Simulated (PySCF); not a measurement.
Magnetic susceptibility: `InChI=1S/C4H5N/c1-2-4-5-3-1/h1-5H`

Molfile (atoms numbered from 1):
```
C4H5N
     RDKit          3D

 10 10  0  0  0  0  0  0  0  0999 V2000
    0.4250    1.1119   -0.0727 C   0  0  0  0  0  0  0  0  0  0  0  0
   -0.9344    0.6992   -0.1245 C   0  0  0  0  0  0  0  0  0  0  0  0
   -0.9464   -0.6780   -0.0547 C   0  0  0  0  0  0  0  0  0  0  0  0
    0.3493   -1.1012    0.0362 N   0  0  0  0  0  0  0  0  0  0  0  0
    1.1946   -0.0280    0.0271 C   0  0  0  0  0  0  0  0  0  0  0  0
    0.8006    2.1329   -0.1045 H   0  0  0  0  0  0  0  0  0  0  0  0
   -1.8103    1.3402   -0.2042 H   0  0  0  0  0  0  0  0  0  0  0  0
   -1.7736   -1.3844   -0.0630 H   0  0  0  0  0  0  0  0  0  0  0  0
    0.6398   -2.0660    0.1016 H   0  0  0  0  0  0  0  0  0  0  0  0
    2.2729   -0.1559    0.0921 H   0  0  0  0  0  0  0  0  0  0  0  0
  1  2  1  0
  2  3  2  0
  3  4  1  0
  4  5  1  0
  5  1  2  0
  1  6  1  0
  2  7  1  0
  3  8  1  0
  4  9  1  0
  5 10  1  0
M  END
```

Level of theory: GIAO B3LYP/aug-pcSseg-1 magnetisability, rotational g tensor and spin-rotation constants, non-relativistic, gas phase in PySCF 2.14.0. Geometry: PBE0-D3(BJ)/def2-SVP.

(1) What are the magnetisability and the molar susceptibility?

(2) Split it along the inertial axes a, b, c into diamagnetic and paramagnetic parts about the centre of mass, with the quadrupole moment.

(3) And the rotational g tensor?

Results:

(1) Isotropic -823 × 10⁻³⁰ J/T², or -49.5 × 10⁻⁶ cm³/mol; principal values -1330, -597, -541 × 10⁻³⁰ J/T², anisotropy 763 × 10⁻³⁰ J/T² (root of half the summed squared differences of the principal values). The susceptibility is in cgs units.

(2) 
```csv
axis,χ (10⁻⁶ cm³/mol),diamagnetic (10⁻⁶ cm³/mol),paramagnetic (10⁻⁶ cm³/mol),summed x² of all electrons (Å²),quadrupole Θ (D Å)
a,-32.6,-198.1,165.6,39.3,+6.79
b,-36.0,-197.2,161.2,39.5,+1.86
c,-80.1,-334.3,254.2,7.2,-8.65
```
Anisotropies 2χaa − χbb − χcc = +51.0 and 2χbb − χaa − χcc = +40.8 × 10⁻⁶ cm³/mol. Θ is traceless in Buckingham's convention.

(3) 
```tsv
axis	rotational constant (GHz)	g	nuclear part	electronic part
a	9.1910	-0.0961	0.6189	-0.7149
b	9.0224	-0.0676	0.6158	-0.6834
c	4.5530	+0.0736	0.6173	-0.5437
```
Asymmetric top; isotopes 12C, 1H, 14N; no vibrational averaging.
